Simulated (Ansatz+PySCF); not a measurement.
Two shapes of doublet CH₃.

Shape 1:

```xyz
4

C     0.0000    0.0000    0.0000
H     0.0000    0.0000    1.0255
H     0.0000    0.8881   -0.5128
H     0.0000   -0.8881   -0.5128
```

Shape 2:

```xyz
4

C     0.0000    0.0000    0.0000
H     0.0000    0.0000    1.1256
H     0.0000    0.9748   -0.5628
H     0.0000   -0.9748   -0.5628
```

Basis set: cc-pVTZ (spherical functions). Correlated methods keep 1 orbital frozen. Correlation on ROHF uses semicanonical orbitals with singles. Charge 0, multiplicity 2.

Computed with Ansatz (development build ahead of 0.2.0); each method stands on the lowest determinant of its kind that the runs found.

(1) Which shape is lower in energy, and by how much in each method?

Results:

(1)

| method | E(2) − E(1) (eV) |
| --- | --- |
| ROHF | 0.041 |
| UHF | 0.025 |
| ROHF-MP2 | -0.015 |
| UHF-MP2 | -0.013 |
| ROHF-CCSD(T) | -0.062 |

The methods disagree on the order.
